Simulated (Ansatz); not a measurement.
Results of r²SCAN+rVV10 (PAW; Ansatz, a first-principles code) for 2H MoS2.

Run with plane-wave cutoff 600 eV, 12×12×4 k mesh (along the axes of the cell as run), no spin polarisation, scalar-relativistic PAW data made under PBE.

Computed at the level's own relaxed cell.

Elastic tensor (GPa, Voigt notation, ions relaxed):

```
  232.2    60.9    10.2     0.0     0.0     0.0
   60.9   232.2    10.2     0.0     0.0     0.0
   10.2    10.2    48.4     0.0     0.0     0.0
    0.0     0.0     0.0    15.6     0.0     0.0
    0.0     0.0     0.0     0.0    15.6     0.0
    0.0     0.0     0.0     0.0     0.0    85.6
```

Q: Work out the Voigt, Reuss and Hill averages of the bulk and shear moduli, Young's modulus and Poisson's ratio from the printed constants.

A: K_V = [C11 + C22 + C33 + 2(C12 + C13 + C23)]/9 = [512.8 + 2 × 81.3]/9 = 75.0 GPa. G_V = [512.8 − 81.3 + 3 × 116.8]/15 = 52.1 GPa. From the compliances S = C⁻¹, K_R = 40.0 and G_R = 27.2 GPa. Hill means: K = 57.5, G = 39.6 GPa. E = 9KG/(3K + G) = 97 GPa, ν = (3K − 2G)/(6K + 2G) = 0.22, K/G = 1.45.

Measured, for comparison: elastic constant C11 238 GPa, elastic constant C44 19 GPa, elastic constant C33 52 GPa (temperature not stated, no zero-point or thermal correction; as tabulated in Guerrero et al. (2021), arXiv:2010.02198); elastic constant C13 23 GPa (temperature not stated, no zero-point or thermal correction; as tabulated in Ulian and Valdrè (2023), doi:10.1107/s1600576723002571). Computed (rounded) less measured: elastic constant C11 -3 %, elastic constant C44 -18 %, elastic constant C33 -7 %, elastic constant C13 -56 %.

Computed values are for the static lattice.
